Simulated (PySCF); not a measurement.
Simulated outer-valence photoelectron spectrum of `C/C=N\C=O`. Level of theory: EOM-IP-CCSD/aug-cc-pVDZ in PySCF, restricted Hartree–Fock reference, frozen core, non-relativistic, gas phase, PBE0-D3(BJ)/def2-SVP geometry.

Each root has a Gaussian of 0.3 eV full width with its one-hole share as area; cross sections and vibrations are left out, and the highest printed point is 100.

ionisation energy (eV), intensity and a bar:
```
      9.4          9 ###
      9.6         83 #########################
      9.8         67 ####################
     10.0          5 #
     10.2          0 
     10.4          0 
     10.6         19 ######
     10.8         98 #############################
     11.0         43 #############
     11.2          2 
     11.4          0 
     11.6         16 #####
     11.8         96 #############################
     12.0         50 ###############
     12.2          2 #
     12.4          0 
     12.6          0 
     12.8          0 
     13.0          0 
     13.2          0 
     13.4          1 
     13.6         30 #########
     13.8        100 ##############################
     14.0         43 #############
     14.2         96 #############################
     14.4         52 ################
     14.6          2 #
     14.8          0 
     15.0          9 ###
     15.2         84 #########################
     15.4         73 ######################
     15.6         81 ########################
     15.8         73 ######################
     16.0         46 ##############
     16.2         97 #############################
     16.4         20 ######
     16.6          0
```

Task: Where are the maxima, and how many lines lie under the curve?

Result: 8 maxima, at 9.7, 10.8, 11.8, 13.8, 14.3, 15.3, 15.7 and 16.2 eV, from 8 lines.

Task: List the lines with their holes.

Result: 
| E (eV) | leading hole (HF orbital) | area | Koopmans (eV) |
| --- | --- | --- | --- |
| 9.68 | HOMO | 0.94 | 11.17 |
| 10.83 | HOMO-2 | 0.94 | 12.60 |
| 11.85 | HOMO-1 | 0.95 | 12.27 |
| 13.80 | HOMO-3 | 0.93 | 14.83 |
| 14.25 | HOMO-4 | 0.95 | 15.27 |
| 15.28 | HOMO-5 | 0.95 | 16.30 |
| 15.69 | HOMO-6 | 0.94 | 17.63 |
| 16.17 | HOMO-7 | 0.92 | 18.18 |

The widest gap, 1.95 eV, lies between 11.85 and 13.80 eV. Only orbitals with −ε under 21 eV, eight at most, were ionised, so the high end of the curve may lack lines.

The values belong to the conformer `[CH3:1]/[CH:2]=[N:3]\[CH:4]=[O:5]`: C2–N3–C4–O5 -73°.
